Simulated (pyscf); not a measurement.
# Four-centre exchange: H₂B–O–AlH₂ (SMILES B[O][AlH2]) + HF (SMILES F) → HO–AlH₂ (SMILES [OH][AlH2]) + H₂B–F (SMILES BF)

Gas phase, singlet surface, charge 0. Bonds broken: O2–B3, F8–H9. Bonds formed: O2–H9, B3–F8. PySCF, gas phase, ωB97X-D3(BJ)/def2-SVP geometries. Correlated levels are frozen-core, on RHF or UHF. ΔMP2 is the change of the MP2 total energy from the triple- to the quadruple-zeta basis.

Transition state (Å):

```xyz
9

Al    -2.1488    -0.6427     0.2531
O     -0.9193     0.3116    -0.4965
B      0.5733     0.4426    -0.5674
H     -3.6269    -0.2323    -0.1042
H     -1.6965    -1.8117     1.2058
H      1.0883     0.8982     0.4293
H      1.1264    -0.4219    -1.2099
F      0.2828     1.7111    -1.5954
H     -0.6928     1.2962    -1.2841
```

One imaginary mode, 914i cm⁻¹; descent along it reached the two sides named, in the forms told below.

```json
[
 {"bond": "O2–B3", "change": "breaks", "reactant side (Å)": "1.363", "saddle": "1.500", "product side": "1.723"},
 {"bond": "F8–H9", "change": "breaks", "reactant side (Å)": "0.931", "saddle": "1.105", "product side": "2.248"},
 {"bond": "O2–H9", "change": "forms", "reactant side (Å)": "1.905", "saddle": "1.281", "product side": "0.967"},
 {"bond": "B3–F8", "change": "forms", "reactant side (Å)": "2.7", "saddle": "1.658", "product side": "1.383"}
]
```

Electronic energies relative to the separated reactants (kcal/mol):

| level | barrier | reaction energy | reverse barrier |
|---|---|---|---|
| ωB97X-D3(BJ)/def2-TZVP | 9.4 | -1.0 | 10.4 |
| PBE/def2-TZVP | 5.7 | -1.2 | 7.0 |
| r²SCAN/def2-TZVP | 6.4 | -1.3 | 7.7 |
| B3LYP-D3(BJ)/def2-TZVP | 10.3 | -0.8 | 11.1 |
| PBE0-D3(BJ)/def2-TZVP | 7.4 | -0.4 | 7.8 |
| M06-2X/def2-TZVP | 8.5 | -0.6 | 9.2 |
| ωB97M-D3(BJ)/def2-TZVP | 9.3 | -1.1 | 10.4 |
| HF/def2-TZVP | 24.6 | -1.9 | 26.5 |
| MP2/def2-QZVPP | 10.5 | +0.3 | 10.2 |
| CCSD/def2-TZVPP | 12.7 | -0.5 | 13.2 |
| CCSD(T)/def2-TZVPP | 10.5 | -0.4 | 10.8 |
| CCSD(T)/def2-TZVPP + ΔMP2(QZVPP) | 11.4 | 0.0 | 11.4 |

With CCSD(T)/def2-TZVPP + ΔMP2(QZVPP) energies and thermal terms (ideal gas, 1 atm, RRHO with modes under 100 cm⁻¹ raised to 100, one conformer, R ln 2 for chiral ones without a mode under 150 cm⁻¹), in kcal/mol:

```tsv
T (K)	ΔH‡	ΔG‡	ΔH	ΔG
298	10.8	21.0	+0.2	-0.7
600	10.3	31.7	-0.4	-1.4
900	10.4	42.4	-0.8	-1.8
1200	10.7	53.0	-1.1	-2.1
```

On the product side the descent ends in an adduct with a B–O contact, 11.2 kcal/mol under the separated species and 21.6 kcal/mol under the saddle at ωB97X-D3(BJ)/def2-TZVP. What is counted as broken (B–O) persists as a longer contact in the product adduct; parting that adduct is a step of its own. One saddle was located; it need not be the lowest between these sides. The CCSD(T) − MP2 part came from Ansatz, without density fitting, on the same reference.
